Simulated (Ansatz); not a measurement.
Ansatz (a program for electronic structure) input:

Ansatz 0.2 input:
```yaml
crystal:
  periodic: [false, false, false]
  atoms:
    - {symbol: O, position_ang: [-0.00000000, -0.00000000, -0.55280743]}
    - {symbol: O, position_ang: [0.00000000, 0.00000000, 0.55280743]}
basis:
  gaussian:
    orbitals: def2-TZVP
hamiltonian:
  xc: b3lyp
  dispersion: d3bj
total_charge: 1
magnetization: {spin_polarized: true, initial_magnetization: 1}
phonons: {temperatures: {t_min: 298.15, t_max: 298.15, t_step: 100}}
```

Question: Predict the final energy.

Answer: -149.93021 Eh (B3LYP-D3(BJ)/def2-TZVP). The basis has 62 functions.
